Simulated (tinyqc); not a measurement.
Worked calculation: Hueckel theory of the pi electrons with the omega technique, for the molecule O=CC=CC=O (SMILES; centres numbered as the heavy atoms are written). One step of it, computed by the program tinyqc.

Question. Orbitals, round 2. Diagonalise; E = alpha + x beta with beta < 0, so the largest x are filled first; degenerate levels share their electrons. P = sum n_i c_ri c_si; each orbital has its largest coefficient positive (the first on a tie).

matrix after round 1, lower triangle:
```
          1O        2C        3C        4C        5C        6O
1O  0.808756
2C  1.000000  0.140000
3C  0.000000  1.000000  0.051244
4C  0.000000  0.000000  1.000000  0.051244
5C  0.000000  0.000000  0.000000  1.000000  0.140000
6O  0.000000  0.000000  0.000000  0.000000  1.000000  0.808756
```

pi electrons, sum of z_r less the charge = 6

Give: x values; occupations; coefficients; charge and bond-order matrix P.

Answer.

x values: 2.0120  1.6752  0.9242  -0.0117  -0.9362  -1.6635

occupations: 2.0000  2.0000  2.0000  0.0000  0.0000  0.0000

coefficients:
```
       MO1      MO2      MO3      MO4      MO5      MO6
1O  0.3528   0.5185   0.5212   0.4527  -0.3222   0.1619
2C  0.4245   0.4493   0.0602  -0.3714   0.5623  -0.4003
3C  0.4419   0.1712  -0.4740  -0.3964  -0.2829   0.5600
4C  0.4419  -0.1712  -0.4740   0.3964  -0.2829  -0.5600
5C  0.4245  -0.4493   0.0602   0.3714   0.5623   0.4003
6O  0.3528  -0.5185   0.5212  -0.4527  -0.3222  -0.1619
```

charge and bond-order matrix P, lower triangle:
```
         1O       2C       3C       4C      5C      6O
1O   1.3300
2C   0.8282   0.7714
3C  -0.0048   0.4720   0.8986
4C  -0.3599   0.1643   0.7813   0.8986
5C  -0.1035  -0.0360   0.1643   0.4720  0.7714
6O   0.2547  -0.1035  -0.3599  -0.0048  0.8282  1.3300
```
